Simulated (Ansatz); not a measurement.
# Relaxing Ca3Hf

These are results of DFT PBE, scalar-relativistic, plane waves, PAW in Ansatz, not measurements. Cutoff 420 eV, Γ-centred k mesh, Gaussian smearing, no spin polarisation in the final step.

The start puts Ca3Hf on the Ni3Sn (D0_19) structure type (P6_3/mmc, No. 194), with Hf in place of Sn, Ca in place of Ni, at a guessed volume.

```yaml
crystal:
  lattice:
    - [6.72490, 0.00000, 0.00000]
    - [-3.36245, 5.82393, 0.00000]
    - [0.00000, 0.00000, 5.39777]
  atoms:
    - { symbol: Ca, position: [0.83300, 0.66600, 0.25000] }
    - { symbol: Ca, position: [0.16700, 0.83300, 0.75000] }
    - { symbol: Ca, position: [0.33400, 0.16700, 0.25000] }
    - { symbol: Ca, position: [0.16700, 0.33400, 0.75000] }
    - { symbol: Ca, position: [0.83300, 0.16700, 0.25000] }
    - { symbol: Ca, position: [0.66600, 0.83300, 0.75000] }
    - { symbol: Hf, position: [0.33333, 0.66667, 0.25000] }
    - { symbol: Hf, position: [0.66667, 0.33333, 0.75000] }
```

Steps on the 3×3×4 mesh (8 atoms). 5 of 5 steps are shown, and the free energy counts from the last. Trial steps that were taken back and renewals of the plane-wave basis can be among the rows.

```csv
step,ΔF (meV/atom),V (Å³/atom),P (GPa),largest force component (eV/Å)
1,210.0,26.43,9.78,0.616
2,34.4,30.44,3.39,0.025
3,2.2,33.13,0.51,0.066
4,0.9,33.69,0.05,0.004
5,0.0,33.69,0.10,0.004
```

A final relaxation ran on a 6×6×8 mesh. The relaxed crystal, P6_3/mmc (No. 194):

```
Ca Hf
1.0
     7.34091    0.00000    0.00000
    -3.67046    6.35741    0.00000
     0.00000    0.00000    5.80172
Ca Hf
6 2
Direct
  0.82569 0.65137 0.25000
  0.17431 0.82569 0.75000
  0.34863 0.17431 0.25000
  0.17431 0.34863 0.75000
  0.82569 0.17431 0.25000
  0.65137 0.82569 0.75000
  0.33333 0.66667 0.25000
  0.66667 0.33333 0.75000
```

| Quantity | Value |
| --- | --- |
| Volume per atom | 33.85 Å³ |
| Density | 3.66 g/cm³ |
| Energy over the elements | 0.47 eV/atom |
| Gap on the 6×6×8 mesh | 0 eV (a metal) |

The zero of energy is the elements' standard structures at the same level; no fitted shifts are applied.

The final run used a 6×6×8 mesh on its 8-atom cell and 0.10 eV smearing. The k mesh leaves about 4 meV/atom of noise in metals. Spin–orbit coupling is left out.

Symmetry constrained the relaxation, so the result can be a saddle point.

Cost: 3 runs of about 2.8 core-minutes in all, on Intel Xeon Platinum 8488C (Sapphire Rapids) (shared hosts).